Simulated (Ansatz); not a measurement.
SiH (SMILES [SiH]): methods side by side

SiH: 2 atoms, total charge 0, spin state doublet. SMILES: `[SiH]`. Geometry: relaxed at PBE0-D4/def2-TZVP.

```xyz
2

Si    0.0000    0.0000   -0.0076
H     0.0000    0.0000    1.5241
```

Quantity: the energy change with the Si1–H2 bond stretched from 1.532 to 3.829 Å, in eV. The values are calculated.

```csv
level,kind,program,value (eV),less CCSDT/6-311G**,CPU time (all runs)
UHF/6-311G**,Hartree–Fock,Ansatz,2.19,-0.75,0.55 s
USVWN5/6-311G**,LDA,Ansatz,3.30,+0.36,3.3 s
U-r2SCAN/6-311G**,meta-GGA,Ansatz,2.98,+0.04,19 s
UB3LYP/6-311G**,global hybrid,Ansatz,3.12,+0.18,9.5 s
UCAM-B3LYP/6-311G**,range-separated hybrid,Ansatz,3.11,+0.17,5.5 s
UB2PLYP/6-311G**,double hybrid,Ansatz,3.04,+0.10,8 s
RPA@PBE/6-311G**,RPA,Ansatz,3.00,+0.06,12 s
UCCSDT/6-311G**,coupled cluster or CI,Ansatz,2.94,0.00,3.8 s
FCI/3-21G,exact in the basis,Ansatz,2.36,-0.58,1 s
```

Differences are taken from UCCSDT/6-311G** for orientation; it has basis-set and higher-order errors of its own. At this stretch a single reference begins to fail. The first shape isn't each level's own minimum. The values span 2.19 to 3.30 eV. Spin contamination of the reference (⟨S²⟩ at least 0.1 too high) touches UHF/6-311G**, USVWN5/6-311G**, U-r2SCAN/6-311G**, UB3LYP/6-311G**, UCAM-B3LYP/6-311G**, UB2PLYP/6-311G**, RPA@PBE/6-311G**, UCCSDT/6-311G**. High-level rows in very small sets aren't better than simpler rows in larger ones. Times are those of the runs behind each value, whatever else they computed, on shared processors of several kinds: orders of magnitude only.
